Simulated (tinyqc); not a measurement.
Worked calculation: extended Hueckel theory, for PH2. One step of it, computed by the program tinyqc.

Problem. Wolfsberg-Helmholz matrix. H_ij = K' S_ij (H_ii + H_jj)/2 for i != j (the diagonal keeps H_ii), with K' = 2.

overlap S, order 1P 3s, 1P 3px, 1P 3py, 1P 3pz, 2H 1s, 3H 1s:
$$\begin{pmatrix}
1.000000 & 0.000000 & 0.000000 & 0.000000 & 0.421178 & 0.422781 \\
0.000000 & 1.000000 & 0.000000 & 0.000000 & 0.000000 & 0.000000 \\
0.000000 & 0.000000 & 1.000000 & 0.000000 & 0.462020 & -0.462574 \\
0.000000 & 0.000000 & 0.000000 & 1.000000 & 0.313087 & 0.313477 \\
0.421178 & 0.000000 & 0.462020 & 0.313087 & 1.000000 & 0.067265 \\
0.422781 & 0.000000 & -0.462574 & 0.313477 & 0.067265 & 1.000000
\end{pmatrix}$$

diagonal H_ii (eV): 1P 3s -18.600000, 1P 3px -14.000000, 1P 3py -14.000000, 1P 3pz -14.000000, 2H 1s -13.600000, 3H 1s -13.600000

K = 2.000000

Give: H.

Solution.

H (eV), order 1P 3s, 1P 3px, 1P 3py, 1P 3pz, 2H 1s, 3H 1s:
$$\begin{pmatrix}
-18.600 & 0.000 & 0.000 & 0.000 & -13.562 & -13.614 \\
0.000 & -14.000 & 0.000 & 0.000 & 0.000 & 0.000 \\
0.000 & 0.000 & -14.000 & 0.000 & -12.752 & 12.767 \\
0.000 & 0.000 & 0.000 & -14.000 & -8.641 & -8.652 \\
-13.562 & 0.000 & -12.752 & -8.641 & -13.600 & -1.830 \\
-13.614 & 0.000 & 12.767 & -8.652 & -1.830 & -13.600
\end{pmatrix}$$
